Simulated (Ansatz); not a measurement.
**Cubic Cu3N**

Computed with PBE-D4 in Ansatz (plane waves, PAW).

Settings: plane-wave cutoff 500 eV, 10×10×10 k mesh, Fermi–Dirac smearing 0.05 eV, no spin polarisation, scalar-relativistic PAW data made under PBE.

Cell: relaxed at this level.

```
Quantity                                                         Value
------------------  --------------------------------------------------
volume per atom                                          13.55 Å³/atom
lattice constant a                                             3.785 Å
band gap            0.11 eV (under three smearing widths, so not firm)
```

Static lattice: no zero-point or thermal effects.

Computing time: about 50 core-seconds (a rough figure).

Ansatz is a first-principles code.
